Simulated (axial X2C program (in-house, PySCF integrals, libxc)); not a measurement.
Nuclear properties of PNC

Calculated with an axial X2C code built on PySCF integrals: two-component X2C with atomic mean-field Coulomb and Gaunt terms, Gaussian nuclei, basis P dyall-v3z, N dyall-av3z, C dyall-v3z with contracted cores.

P–N–C held linear, with bonds 1.659 and 1.187 Å (near the PBE0 minimum at charge 0 of the determinant lowest at the starting distance; the state shown can have its own minimum elsewhere, held linear; other orders of the atoms were not compared).

Determinant lowest in the PBE0 search, Ω = 1 (⟨Sz⟩ = 1.00, ⟨Lz⟩ = 0.00 at PBE0), spin on the atoms P 0.93, N -0.11, C 0.17:

| level | Eeff magnitude (GV/cm) | Ws magnitude P (kHz) | A∥/gI P (MHz) | qzz P (a.u.) | A∥/gI N (MHz) | qzz N (a.u.) | A∥/gI C (MHz) | qzz C (a.u.) | μ (D) |
| --- | --- | --- | --- | --- | --- | --- | --- | --- | --- |
| PBE0 | 0.0453 | 0.0175 | -137 | 0.39 | -4.54 | -0.10 | -5.87 | -0.91 | -2.47 |
| HF | 0.092 | 0.0356 | -45.8 | 0.51 | -14.1 | -0.17 | 1.17 | -1.03 | -2.19 |
| PBE | 0.0342 | 0.0132 | -155 | 0.34 | -5.43 | -0.09 | -7.15 | -0.85 | -2.58 |

Determinant 0.89 eV from it at PBE0 and this distance, Ω = 0 (closed shell), highest spinor 65% P p, 17% N d, 12% C p:

```json
{"level": "PBE0", "qzz P (a.u.)": "0.38", "qzz N (a.u.)": "-0.13", "qzz C (a.u.)": "-0.91", "μ (D)": "-2.36"}
{"level": "HF", "qzz P (a.u.)": "0.44", "qzz N (a.u.)": "-0.17", "qzz C (a.u.)": "-1.06", "μ (D)": "-1.94"}
{"level": "PBE", "qzz P (a.u.)": "0.35", "qzz N (a.u.)": "-0.12", "qzz C (a.u.)": "-0.85", "μ (D)": "-2.47"}
```

Eeff is the effective electric field on the electron electric dipole moment in this Ω state and Ws the scalar–pseudoscalar constant of the nucleus named (defined with the proton number Z and per Ω); A∥ (defined per Ω) follows by multiplying with gI = μI/(I μN); qzz is the electric field gradient, eQq0 = 234.96 MHz × Q/barn × qzz; μ is positive if the C end (last atom) is positive. The operators were transformed with the bare-nucleus X2C matrices; with these basis sets, hyperfine constants and field gradients can be off by tens of per cent, and where levels differ in sign neither size nor sign is settled.

Question: With Q(14N) = 0.02044 barn (Q from Pyykkö, Mol. Phys. 2018), turn the PBE0 values of the first state into constants in MHz.

Answer: eQq0(14N) = 234.96 × (0.02044) × (-0.10) = -0.48 MHz.

The molecule was held linear; bending was not examined, so a bent shape may lie lower.

Each state is one determinant with collinear spin, which with several unpaired electrons need not be a pure state. Unrestricted Hartree–Fock can overshoot spin polarisation at the nuclei. A closed determinant beside an open π² or δ² triplet, such as (π1/2)², mixes with its partner pair into the 0⁺ component of the triplet and ¹Σ⁺, so its energy is not that of a level, and 0⁺ can lie lowest. With several open shells hyperfine constants can be off by a factor of several. Where Eeff spreads by more than a factor of two the levels disagree and none is to be relied on. Open-shell Ω = 0 determinants with evenly filled partner blocks cannot be reached by this program, so the Ω shown need not be the lowest component. The search compared states at one distance, so a state with another bond length can lie lower. Where a field gradient or hyperfine factor spreads by more than a factor of two over the levels, a constant derived from it is not to be relied on. PBE0 term energies can be off by some tenths of an eV.
